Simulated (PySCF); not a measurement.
# Choosing a basis for TDDFT

Species: CH6OSi.
SMILES with atom numbers: `[CH3:1][SiH2:2][OH:3]` (hydrogens: H4, H5, H6 on C1; H7, H8 on Si2; H9 on O3)

TDDFT with PBE0 (PySCF), vertical singlets, core orbitals frozen in the response, spherical d and f functions. One conformer (not necessarily the lowest) at the PBE0-D3(BJ)/def2-SVP geometry, without solvent, vibrations or thermal averaging.

Problem. Compare 6-31G*, 6-31+G*, def2-SVP, def2-SVPD, aug-cc-pVDZ, def2-TZVP, def2-TZVPD and aug-cc-pVTZ for this molecule.

Solution. 

| basis | functions | diffuse | S1 (eV) | S2 (eV) | S3 (eV) | S4 (eV) | S5 (eV) | LUMO (eV) | α (au) |
| --- | --- | --- | --- | --- | --- | --- | --- | --- | --- |
| 6-31G* | 58 | no | 7.52 | 8.31 | 9.02 | 9.35 | 9.50 | 1.06 | 34.6 |
| 6-31+G* | 70 | yes | 6.94 | 7.62 | 7.66 | 8.21 | 8.30 | -0.11 | 39.7 |
| def2-SVP | 76 | no | 7.66 | 8.38 | 8.84 | 9.29 | 9.36 | 1.11 | 37.1 |
| def2-SVPD | 115 | yes | 7.17 | 7.80 | 8.06 | 8.52 | 8.72 | 0.17 | 44.9 |
| aug-cc-pVDZ | 127 | yes | 6.83 | 7.49 | 7.51 | 8.00 | 8.05 | -0.29 | 45.9 |
| def2-TZVP | 135 | no | 7.29 | 7.94 | 8.33 | 8.77 | 8.93 | 0.45 | 42.1 |
| def2-TZVPD | 174 | yes | 6.98 | 7.61 | 7.76 | 8.25 | 8.38 | -0.08 | 45.5 |
| aug-cc-pVTZ | 280 | yes | 6.87 | 7.51 | 7.51 | 8.00 | 8.05 | -0.30 | 45.9 |

States are compared by their number. Against the largest diffuse basis here (aug-cc-pVTZ, itself not a converged limit), sets without diffuse functions differ by up to 0.80 eV in S1 and 1.45 eV in S5; the smaller diffuse sets differ by up to 0.31 and 0.68 eV. State by state, the largest deviation of a set without diffuse functions is S1 0.80, S2 0.88, S3 1.50, S4 1.35, S5 1.45 eV. The same number needn't mean the same state in each row. Against aug-cc-pVTZ the polarisability deviates by -25% in 6-31G*, -13% in 6-31+G*, -19% in def2-SVP, -2% in def2-SVPD, 0% in aug-cc-pVDZ, -8% in def2-TZVP, -1% in def2-TZVPD. A single + in a Pople set puts diffuse functions on heavy atoms only.

Without π bonds the low states are Rydberg-like; a valence basis with one diffuse set may place them up to an eV too high.
